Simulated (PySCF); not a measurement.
## Curvature of the energy in the electron number along the second row

Calculated with PySCF 2.14, in def2-TZVPPD, non-relativistic: one orbital is emptied in steps, and each cell gives the departure of E from the straight line at half an electron, in eV (from a cubic fit). The exact functional gives zero.

| species | orbital | LDA | PBE | r2SCAN | PBE0 | BHandHLYP | LC-wPBE | wB97X |
| --- | --- | --- | --- | --- | --- | --- | --- | --- |
| B | 2p alpha | -1.18 | -1.16 | -1.05 | -0.83 | -0.52 | -0.14 | -0.20 |
| C | 2p alpha | -1.44 | -1.40 | -1.28 | -0.98 | -0.58 | -0.25 | -0.32 |
| N | 2p alpha | -1.70 | -1.65 | -1.48 | -1.14 | -0.64 | -0.42 | -0.48 |
| O | 2p beta | -1.68 | -1.64 | -1.45 | -1.11 | -0.62 | -0.39 | -0.44 |
| Ne | 2p beta | -2.21 | -2.11 | -1.85 | -1.38 | -0.68 | -0.76 | -0.75 |

Problem. Estimate the missing row, F.

Solution. The calculation gives LDA -1.94; PBE -1.86; r2SCAN -1.67; PBE0 -1.23; BHandHLYP -0.64; LC-wPBE -0.56; wB97X -0.58.

Problem. How does the mean departure depend on the functional?

Solution. LDA -1.69 eV; PBE -1.64 eV; r2SCAN -1.46 eV; PBE0 -1.11 eV; BHandHLYP -0.61 eV; LC-wPBE -0.42 eV; wB97X -0.46 eV. Semilocal functionals are convex (delocalisation error), and exact exchange removes curvature roughly in proportion to its share, so among the functionals the range-separated hybrids usually come closest to zero.
